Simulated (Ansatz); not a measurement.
A reaction path, image by image

CH$_{3}$S, doublet, from CH₃S ([CH3][S]) to CH₃S ([CH2][SH]); BLYP-D4/def2-SVP (Ansatz 0.2.0). Settings:

```yaml
hamiltonian: {xc: {name: BLYP}, dispersion: d4}
neb:
  images: 7
  climbing: false
  max_iterations: 25
  initial_path: linear
```

First end:

```xyz
5
angstrom
H -0.9512 0.2580 -0.5288
C 0.0294 0.1166 -0.0592
S -0.0601 -1.4208 0.8369
H 0.7765 0.0820 -0.8530
H 0.2053 0.9642 0.6043
```

Second end:

H1  (-1.277, -0.722, -0.962)
C2  (0.448, 0.277, 0.217)
S3  (-0.942, -0.707, 0.338)
H4  (0.797, 0.659, -0.728)
H5  (0.974, 0.492, 1.135)
(Å)

The ends were relaxed with PBE0-D4 in triple zeta, so they are not quite minima here (largest force components 0.70 and 0.63 eV/Å).

Energies along the converged band: It took 14 iterations. Path lengths are measured after rigid turns and shifts between images are taken out.
| image | path length (Å) | energy (kJ/mol) |
| --- | --- | --- |
| 0 | 0.00 | 0.0 |
| 1 | 0.35 | 27.5 |
| 2 | 0.70 | 124.0 |
| 3 | 1.05 | 147.8 |
| 4 | 1.40 | 94.2 |
| 5 | 1.75 | 70.8 |
| 6 | 2.10 | 53.3 |
| 7 | 2.45 | 42.9 |
| 8 | 2.80 | 44.5 |
Energies count from the first end.

The images between the ends:
Image 1:
```json
{"atom": "H1", "x (Å)": "-0.9373", "y (Å)": "0.0996", "z (Å)": "-0.4274"}
{"atom": "C2", "x (Å)": "0.1222", "y (Å)": "0.1448", "z (Å)": "-0.0429"}
{"atom": "S3", "x (Å)": "-0.3198", "y (Å)": "-1.4132", "z (Å)": "0.7576"}
{"atom": "H4", "x (Å)": "0.8561", "y (Å)": "0.1226", "z (Å)": "-0.8842"}
{"atom": "H5", "x (Å)": "0.2788", "y (Å)": "1.0463", "z (Å)": "0.5970"}
```

Image 2:
```json
{"atom": "H1", "x (Å)": "-0.9956", "y (Å)": "-0.0647", "z (Å)": "-0.3323"}
{"atom": "C2", "x (Å)": "0.2479", "y (Å)": "0.1721", "z (Å)": "-0.0131"}
{"atom": "S3", "x (Å)": "-0.5229", "y (Å)": "-1.3248", "z (Å)": "0.6171"}
{"atom": "H4", "x (Å)": "0.9213", "y (Å)": "0.1406", "z (Å)": "-0.9006"}
{"atom": "H5", "x (Å)": "0.3492", "y (Å)": "1.0768", "z (Å)": "0.6290"}
```

Image 3:
```json
{"atom": "H1", "x (Å)": "-1.1621", "y (Å)": "-0.1845", "z (Å)": "-0.3155"}
{"atom": "C2", "x (Å)": "0.4418", "y (Å)": "0.1701", "z (Å)": "0.0628"}
{"atom": "S3", "x (Å)": "-0.6299", "y (Å)": "-1.2228", "z (Å)": "0.4664"}
{"atom": "H4", "x (Å)": "0.9638", "y (Å)": "0.1674", "z (Å)": "-0.9023"}
{"atom": "H5", "x (Å)": "0.3864", "y (Å)": "1.0697", "z (Å)": "0.6886"}
```

Image 4:
```json
{"atom": "H1", "x (Å)": "-1.4171", "y (Å)": "-0.2829", "z (Å)": "-0.3815"}
{"atom": "C2", "x (Å)": "0.5527", "y (Å)": "0.1566", "z (Å)": "0.1260"}
{"atom": "S3", "x (Å)": "-0.6456", "y (Å)": "-1.1451", "z (Å)": "0.3360"}
{"atom": "H4", "x (Å)": "1.0558", "y (Å)": "0.2281", "z (Å)": "-0.8497"}
{"atom": "H5", "x (Å)": "0.4540", "y (Å)": "1.0434", "z (Å)": "0.7692"}
```

Image 5:
```json
{"atom": "H1", "x (Å)": "-1.5494", "y (Å)": "-0.4276", "z (Å)": "-0.5609"}
{"atom": "C2", "x (Å)": "0.5474", "y (Å)": "0.1930", "z (Å)": "0.1481"}
{"atom": "S3", "x (Å)": "-0.6852", "y (Å)": "-1.0605", "z (Å)": "0.2909"}
{"atom": "H4", "x (Å)": "1.0772", "y (Å)": "0.3318", "z (Å)": "-0.8072"}
{"atom": "H5", "x (Å)": "0.6099", "y (Å)": "0.9633", "z (Å)": "0.9292"}
```

Image 6:
```json
{"atom": "H1", "x (Å)": "-1.5324", "y (Å)": "-0.5462", "z (Å)": "-0.7423"}
{"atom": "C2", "x (Å)": "0.5098", "y (Å)": "0.2389", "z (Å)": "0.1670"}
{"atom": "S3", "x (Å)": "-0.7489", "y (Å)": "-0.9607", "z (Å)": "0.3044"}
{"atom": "H4", "x (Å)": "1.0064", "y (Å)": "0.4490", "z (Å)": "-0.7917"}
{"atom": "H5", "x (Å)": "0.7650", "y (Å)": "0.8191", "z (Å)": "1.0627"}
```

Image 7:
```json
{"atom": "H1", "x (Å)": "-1.4419", "y (Å)": "-0.6349", "z (Å)": "-0.8802"}
{"atom": "C2", "x (Å)": "0.4474", "y (Å)": "0.3127", "z (Å)": "0.1914"}
{"atom": "S3", "x (Å)": "-0.8370", "y (Å)": "-0.8571", "z (Å)": "0.3268"}
{"atom": "H4", "x (Å)": "0.9223", "y (Å)": "0.5449", "z (Å)": "-0.7715"}
{"atom": "H5", "x (Å)": "0.9090", "y (Å)": "0.6344", "z (Å)": "1.1336"}
```

The band counts as converged below 0.05 eV/Å. The run took about 72 s on 2 CPU threads of an Arm Neoverse V1 (shared host).
